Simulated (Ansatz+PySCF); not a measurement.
Two shapes of doublet NO₂.

Shape 1:

```xyz
3

N     0.0000    0.0000   -0.3148
O     0.0000    1.0929    0.1377
O     0.0000   -1.0929    0.1377
```

Shape 2:

```xyz
3

N     0.0000    0.0000   -0.3400
O     0.0000    1.1804    0.1487
O     0.0000   -1.1804    0.1487
```

Basis set: def2-SVP (spherical functions). Left uncorrelated: 3 orbitals. Correlation on ROHF uses semicanonical orbitals with singles. Charge 0, multiplicity 2.

Computed with Ansatz (development build ahead of 0.2.0); each method stands on the lowest determinant of its kind that the runs found.

Problem. Which shape is lower in energy, and by how much in each method?

Solution.

```csv
method,E(2) − E(1) (eV)
ROHF,1.337
UHF,0.985
ROHF-CCSD,0.612
UHF-CCSD,0.647
ROHF-CCSD(T),0.421
```

Shape 1 is lower. Caution for UHF, UHF-CCSD: the unrestricted determinant is spin contaminated; the determinant breaks the point group.
